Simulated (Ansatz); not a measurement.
C3H7O, charge +2, doublet, at a GFN2-xTB geometry of the parent state (a state made from the parent by changing its charge; the spin is typed, not shown lowest); HF/STO-3G in Ansatz (a program for electronic structure).

Here is a job for Ansatz.
Ansatz 0.2 input:
```yaml
crystal:
  periodic: [false, false, false]
  atoms:
    - {symbol: O, position_ang: [-0.05892672, 1.35633054, -0.11322781]}
    - {symbol: C, position_ang: [-0.02863471, 0.02565496, 0.35439911]}
    - {symbol: H, position_ang: [0.82063304, 1.73921461, -0.02733603]}
    - {symbol: H, position_ang: [0.14012484, 0.02515463, 1.45324908]}
    - {symbol: C, position_ang: [-1.32028118, -0.61414156, 0.06029069]}
    - {symbol: C, position_ang: [1.14796001, -0.75883329, -0.27258888]}
    - {symbol: H, position_ang: [1.05098018, -0.75215105, -1.35533659]}
    - {symbol: H, position_ang: [-2.03739428, -0.10086714, -0.54501858]}
    - {symbol: H, position_ang: [2.09748678, -0.30189391, 0.00291482]}
    - {symbol: H, position_ang: [-1.53264840, -1.58991250, 0.44633478]}
    - {symbol: H, position_ang: [1.13796680, -1.78626957, 0.07840942]}
basis:
  gaussian:
    orbitals: STO-3G
hamiltonian:
  xc: hf
total_charge: 2
magnetization: {spin_polarized: true, initial_magnetization: 1}
```

Q: What does Ansatz print? Leave out banner, timings and long lists.

A: 
```
Functional definition: HF
379 factors; integrals over basis functions are off by at most 4.1e-5 eV
mean field evaluation 1: about -5144.3248 eV, gradient 2.3e1 eV
mean field evaluation 2: about -5144.5122 eV, gradient 2.3e1 eV
mean field evaluation 4: about -5151.0828 eV, gradient 6.4e0 eV
mean field evaluation 8: about -5152.0859 eV, gradient 3.3e-1 eV
mean field evaluation 16: about -5152.0946 eV, gradient 2.1e-5 eV
mean field evaluation 32: about -5143.2492 eV, gradient 1.9e1 eV
mean field -5152.09463912 eV, -189.3359857726 hartree, gradient 2.1e-5 eV, S^2 0.756928; 1 other end points of the search recorded, 0 dependent functions left out
reference -5152.09463912 eV, -189.3359857726 hartree; 16, 15 occupied and 11, 12 virtual orbitals, 379 factors
Total energy: -5152.09463912 eV, -189.3359857726 hartree
```
